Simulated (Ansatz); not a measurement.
A made-up structure of CH4BO (charge +1), closed shell:

B1  (-0.836, -0.268, -0.261)
C2  (0.138, 0.726, 0.315)
O3  (0.408, -0.819, 0.152)
H4  (-1.777, -0.702, -0.815)
H5  (-1.942, -0.239, 0.053)
H6  (0.213, 0.956, 1.373)
H7  (1.102, -1.216, -0.407)
(Å)

It is relaxed with PBE-D4/def2-SVP and then PBE0-D4/def2-TZVP (Ansatz 0.2.0). Atoms count as bonded within 1.22 times the sum of their covalent radii (H–H: 0.88 Å). The end point is not checked to be a true minimum.

Q: Does its bonding change? (A judgement: the text doesn't fix the answer.)

A: Computed: Yes. Formed: C2–H5; broken: B1–H5.

Where it ends: The first stage lowers the energy by 4.23 eV in 23 steps. It ends as CH₄BO ([BH]1[CH2][OH]1), total charge +1:
```tsv
atom	x (Å)	y (Å)	z (Å)
B1	-0.8887	-0.3333	-0.6983
C2	-0.6123	0.2616	0.6580
O3	0.1008	-1.0134	0.0632
H4	-1.2960	-0.4472	-1.7943
H5	-1.1170	-0.0475	1.5679
H6	0.0656	1.1089	0.7406
H7	1.0539	-1.0907	-0.1274
```

Labels in which every atom is bracketed show which atoms are joined, not bond orders.

For scale, one of the runs: PBE0-D4/def2-TZVP relaxation, 117 basis functions, launched by `ansatz run in.yaml --threads 2 --pin off --events-out ev --progress --plain --max-ram 4352MiB`. Hardware: 2 CPU threads of an Intel Xeon Platinum 8488C, shared host. Wall time about 12 s.
